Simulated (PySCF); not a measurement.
Species: isopentylamine, C5H13N.
Bonds: C1–C2, C2–C3, C2–C4, C4–C5, C5–N6. Hydrogens: H7, H8, H9 on C1; H10 on C2; H11, H12, H13 on C3; H14, H15 on C4; H16, H17 on C5; H18, H19 on N6.

Computed by this run: PBE0-D3(BJ)/def2-SVP geometry optimisation, gas phase in PySCF; density fitting, grid level 2; the optimiser is geomeTRIC in internal coordinates, started from a GFN2-xTB structure.

Step 0: E = -6874.4250 eV
```
atom  x, y, z in Å  |  force x, y, z in eV/Å
C1     -1.3777   -1.1327   -1.3730    0.271   0.605   0.170
C2     -0.7500    0.0375   -0.6173   -0.162  -0.659   0.434
C3     -1.7080    0.5264    0.4672    0.404   0.003  -0.542
C4      0.6009   -0.3873   -0.0338   -0.167   1.009  -0.157
C5      1.4097    0.7646    0.5600    0.407  -0.739   0.093
N6      2.7656    0.3117    0.8395   -0.134   0.072  -0.273
H7     -1.5553   -1.9674   -0.6981   -0.100  -0.400   0.270
H8     -2.3284   -0.8391   -1.8124   -0.425   0.047  -0.208
H9     -0.7218   -1.4716   -2.1712    0.247  -0.212  -0.359
H10    -0.5784    0.8559   -1.3258    0.076   0.221  -0.207
H11    -2.6790    0.7596    0.0351   -0.436   0.126  -0.103
H12    -1.8474   -0.2432    1.2241   -0.088  -0.316   0.356
H13    -1.3299    1.4235    0.9504    0.089   0.375   0.287
H14     0.4386   -1.1477    0.7349   -0.048  -0.349   0.241
H15     1.2076   -0.8376   -0.8218    0.241  -0.193  -0.204
H16     1.4829    1.5742   -0.1728   -0.115   0.256  -0.179
H17     0.8991    1.1610    1.4534   -0.206   0.175   0.085
H18     3.3151    1.0658    1.2373    0.097   0.021   0.134
H19     2.7467   -0.4443    1.5169    0.049  -0.039   0.162
```

Problem. Estimate the geometry and energy of step 1. (The exact step hangs on the optimiser's Hessian estimate; all steps are aligned on step 0, rigid shifts and turns removed.)

Solution. E = -6874.4753 eV, largest force 0.169 eV/Å
```
atom  x, y, z in Å  |  force x, y, z in eV/Å
C1     -1.3856   -1.1397   -1.3660   -0.030  -0.078  -0.037
C2     -0.7578    0.0265   -0.6148    0.068   0.129  -0.067
C3     -1.6990    0.5365    0.4701   -0.056   0.002   0.062
C4      0.6147   -0.3658   -0.0690    0.044  -0.136   0.040
C5      1.4277    0.7569    0.5530   -0.097   0.137   0.020
N6      2.7681    0.3044    0.8692    0.064  -0.048   0.027
H7     -1.5657   -1.9920   -0.6875    0.006   0.028  -0.023
H8     -2.3544   -0.8595   -1.8104    0.023  -0.004   0.015
H9     -0.7317   -1.4954   -2.1785   -0.015   0.009   0.021
H10    -0.5992    0.8497   -1.3410   -0.019  -0.054   0.039
H11    -2.6879    0.7849    0.0519    0.023  -0.006   0.012
H12    -1.8512   -0.2357    1.2451   -0.003   0.034  -0.022
H13    -1.3168    1.4400    0.9697    0.005  -0.024  -0.014
H14     0.4793   -1.1737    0.6799    0.022   0.038  -0.052
H15     1.2255   -0.8027   -0.8784   -0.032   0.012   0.024
H16     1.5040    1.5824   -0.1799    0.011  -0.039   0.042
H17     0.8754    1.1752    1.4239    0.028  -0.018  -0.044
H18     3.3137    1.0554    1.2876   -0.031  -0.011  -0.020
H19     2.7312   -0.4380    1.5675   -0.013   0.028  -0.024
```

The energy changes by -0.0503 eV. The first-order estimate −F·Δx gives -0.1099 eV and the mean of the old and new forces, exact on a quadratic surface, -0.0499 eV. The step makes an angle of 74° with the force vector and moves no atom by more than 0.073 Å.

The cost below is that of the whole optimisation. Hardware: one thread of an Arm Neoverse V2, shared host with 192 logical CPUs at a one-minute load of 61. Cost: 32 s, 0.72 GiB resident at most.
